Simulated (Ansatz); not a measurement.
**[Br···H···NH], triplet in cc-pVDZ: errors against UCCSDT(Q)**

Geometry: a point of a hydrogen-transfer path between rigid fragments, not a stationary point.

```yaml
atoms:
  - { symbol: Br, position_ang: [-1.9128, 0.2511, 0.0000] }
  - { symbol: H, position_ang: [-0.2188, 0.2511, 0.0000] }
  - { symbol: N, position_ang: [0.9312, 0.2511, 0.0000] }
  - { symbol: H, position_ang: [1.2003, -0.7532, 0.0000] }
```

Basis cc-pVDZ; Ansatz 0.2.0. Correlated methods freeze the noble-gas cores and the filled d shells of p-block atoms, which leaves 14 electrons in 36 orbitals. R marks a restricted (for open shells ROHF) determinant, U an unrestricted one. Active spaces: valence = (14e, 10o) chosen from the atoms' valence shells. No spin–orbit coupling is included, and no scalar relativity.

Full CI isn't at hand for all of this; UCCSDT(Q) serves as the reference, and is uncertain by about the last step of the cluster series. The frozen core follows each run's orbitals, which can shift R against U totals by a few meV for light atoms and by up to 0.1 eV past Ca.

```
UHF ⟨S²⟩                          : 2.056
T1 diagnostic (RCCSD)             : 0.0250
largest doubles amplitude (RCCSD) : 0.058
T1 diagnostic (UCCSD)             : 0.0168
```

Question: From what is known of these methods and the diagnostics, rank them by the size of their error in total energy against UCCSDT(Q) in cc-pVDZ, smallest first (an estimate: the text doesn't fix the numbers).
A. UMP2
B. UHF
C. UCCSDT
D. UCCSD
E. UCCSD(T)

Answer: C (15 meV), E (37 meV), D (195 meV), A (1113 meV), B (7919 meV).

All errors are against UCCSDT(Q) in cc-pVDZ. Within each family the higher level lies nearer, as is usual though not guaranteed.

Natural occupations of CASSCF (valence space) about the gap: 1.993 1.973 1.963 1.005 1.001 0.040 0.028; effectively unpaired electrons, Σ n²(2−n)², 2.02.
